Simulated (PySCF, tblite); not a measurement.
Isomers of C3H8OP2, one GFN2-xTB conformer each. Single-point energies are computed at PBE0/pcSseg-1 (PySCF, gas phase, no added dispersion term), electronic only.

```json
{"SMILES": "C[C@@H]1C[P@]1(=O)P", "GFN2-xTB relative energy (kcal/mol)": "0.0"}
{"SMILES": "CC(=O)P(C)P", "GFN2-xTB relative energy (kcal/mol)": "7.5"}
```

Conformers: `[CH3:1][C@@H:2]1[CH2:3][P@:4]1(=[O:5])[PH2:6]` with C3–P4–P6–H 106° and -163°; `[CH3:1][C:2](=[O:3])[P:4]([CH3:5])[PH2:6]` with C1–C2–P4–C5 -163°, C2–P4–P6–H 93° and -175°.

What does PBE0/pcSseg-1 give for the same structures?

```csv
SMILES,PBE0/pcSseg-1 E (Eh),PBE0/pcSseg-1 (kcal/mol),GFN2-xTB (kcal/mol),point group
CC(=O)P(C)P,-876.52142,0.0,7.5,C1
C[C@@H]1C[P@]1(=O)P,-876.50316,11.5,0.0,C1
```

GFN2-xTB puts C[C@@H]1C[P@]1(=O)P lowest instead. As drawn, the lower has a C=O bond, which the higher lacks; the higher has a three-membered ring and a P=O bond, which the lower lacks.

Which frontier levels, dipoles and rotational constants go with these structures?

```csv
SMILES,"HOMO (eV, PBE0/pcSseg-1)",LUMO (eV),dipole (D),"A, B, C (MHz)"
CC(=O)P(C)P,-6.51,-1.00,2.15,"2828, 1965, 1369"
C[C@@H]1C[P@]1(=O)P,-6.99,-0.28,3.24,"2841, 2080, 1447"
```

What happens when harmonic zero-point energies from GFN2-xTB frequencies are added?

```
             SMILES  ZPE (kcal/mol)  electronic (kcal/mol)  with ZPE (kcal/mol)
        CC(=O)P(C)P            63.2                    0.0                  0.0
C[C@@H]1C[P@]1(=O)P            64.3                   11.5                 12.6
```

The zero-point energies span 1.1 kcal/mol. The order is unchanged.
